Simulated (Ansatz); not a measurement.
**Diamond-structure Si**

These are rVV10 (Ansatz, a first-principles code, PAW) values and carry that method's errors.

Run with plane-wave cutoff 500 eV, 10×10×10 k mesh, gaussian smearing 0.02 eV, scalar-relativistic PAW data made under PBE.

Cell: relaxed at this level.

```yaml
volume_per_atom: 20.61 Å³/atom
lattice_parameter_a: 5.484 Å
band_gap: 0.68 eV (on the SCF k mesh)
```

Measured, for comparison: band gap 1.23 eV (zero-point renormalisation of 0.06 eV added back here (the table's ZPR column); inputs from Chen et al. (2018), doi:10.1103/physrevmaterials.2.073803); equilibrium volume per atom 19.91 Å³/atom, lattice constant a 5.421 Å (static lattice: zero-point anharmonic expansion removed; as tabulated in Mejia-Rodriguez and Trickey (2018), arXiv:1807.09216). Computed (rounded) less measured: band gap -0.55 eV, equilibrium volume per atom +3.5 %, lattice constant a +1.2 %.

Static lattice: no zero-point or thermal effects.
